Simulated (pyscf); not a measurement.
Thermochemistry of product channels of `[NH2-]` + `[CH2]=[CH2]` on the singlet surface, in eV, from CCSD(T)/def2-TZVPPD + ΔMP2(QZVPPD) energies (ideal gas, 1 atm, RRHO with modes under 100 cm⁻¹ raised to 100, one conformer, R ln 2 for rigid chiral ones). Structures and frequencies: ωB97X-D3(BJ)/def2-SVPD in PySCF. MP2 and CC: frozen core, UHF for open shells. ΔMP2 is the change of the MP2 total energy from the triple- to the quadruple-zeta basis.

```
products                    ΔE  ΔH(298 K)  ΔG(600 K)  ΔG(900 K)
-----------------------  -----  ---------  ---------  ---------
`[CH2-][CH2][NH2]`       -0.55      -0.43      +0.43      +0.85
`[NH3]` + `[CH-]=[CH2]`  +0.12      +0.12      +0.05      +0.01
`[CH3][CH2][NH-]`        -0.98      -0.88      -0.05      +0.36
`[CH3][CH-][NH2]`        -0.24      -0.14      +0.69      +1.10
```

The channel to H₃C–CH₂–NH⁻ turns unfavourable between 298 and 1200 K (ΔG from -0.47 eV to +0.76 eV).

These are energies of the channels, which say nothing of barriers. The CCSD(T) − MP2 part came from Ansatz, without density fitting, on the same reference.
